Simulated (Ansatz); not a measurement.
Born–Oppenheimer molecular dynamics of C4H8O2 (14 atoms, charge 0, multiplicity 1). It starts from a relaxed structure.

Method: Ansatz 0.2.0, UKS PBE0/STO-3G.

```
ensemble                      : NVE (velocity Verlet)
time step                     : 0.5 fs
steps asked                   : 123
starting velocities drawn for : 2000 K
seed                          : 548386
```

First frame:

```xyz
14
Properties=species:S:1:pos:R:3
C -2.023 0.259 -0.622
C -1.100 -0.017 0.294
C 0.415 0.189 0.072
C 1.217 -1.102 0.440
O 0.936 1.228 0.963
O 0.587 0.573 -1.321
H -3.092 0.129 -0.428
H -1.736 0.622 -1.614
H -1.373 -0.383 1.292
H 2.294 -0.919 0.331
H 0.923 -1.927 -0.221
H 1.014 -1.387 1.480
H 0.326 2.014 0.734
H 1.599 0.691 -1.370
```

(1) How far do the bonds stretch over the last three quarters of this one trajectory? (Pairs bonded in most of those frames.)

Answers

(1) 
```json
{"bond": "C1–C2", "mean (Å)": "1.337", "spread (Å)": "0.048", "shortest": "1.26", "longest": "1.41"}
{"bond": "C1–H7", "mean (Å)": "1.099", "spread (Å)": "0.022", "shortest": "1.06", "longest": "1.14"}
{"bond": "C1–H8", "mean (Å)": "1.100", "spread (Å)": "0.030", "shortest": "1.06", "longest": "1.15"}
{"bond": "C2–C3", "mean (Å)": "1.565", "spread (Å)": "0.051", "shortest": "1.45", "longest": "1.63"}
{"bond": "C2–H9", "mean (Å)": "1.099", "spread (Å)": "0.010", "shortest": "1.08", "longest": "1.12"}
{"bond": "C3–C4", "mean (Å)": "1.576", "spread (Å)": "0.048", "shortest": "1.52", "longest": "1.66"}
{"bond": "C3–O5", "mean (Å)": "1.463", "spread (Å)": "0.048", "shortest": "1.36", "longest": "1.53"}
{"bond": "C3–O6", "mean (Å)": "1.459", "spread (Å)": "0.025", "shortest": "1.41", "longest": "1.49"}
{"bond": "C4–H10", "mean (Å)": "1.113", "spread (Å)": "0.036", "shortest": "1.05", "longest": "1.18"}
{"bond": "C4–H11", "mean (Å)": "1.112", "spread (Å)": "0.066", "shortest": "1.00", "longest": "1.22"}
{"bond": "C4–H12", "mean (Å)": "1.115", "spread (Å)": "0.059", "shortest": "1.02", "longest": "1.21"}
{"bond": "O5–H13", "mean (Å)": "1.022", "spread (Å)": "0.008", "shortest": "1.01", "longest": "1.04"}
{"bond": "O6–H14", "mean (Å)": "1.031", "spread (Å)": "0.024", "shortest": "0.98", "longest": "1.08"}
```

Mean temperature of the second half: 1035 K. The conserved energy stayed within 0.89 meV per atom of its start (net change 0.15 meV per atom), so the integration is sound. The temperature averaged 0.52 of the 2000 K drawn at the start: a run that starts near a minimum puts about half its kinetic energy into the potential. A run of 0.061 ps of so small a system gives no equilibrium averages. Limits of this set-up: minimal basis.

Run time: 10 min on 1 thread of Intel(R) Xeon(R) Platinum 8259CL CPU @ 2.50GHz (Skylake/Cascade Lake), with other jobs on the host, peak memory 0.16 GiB.
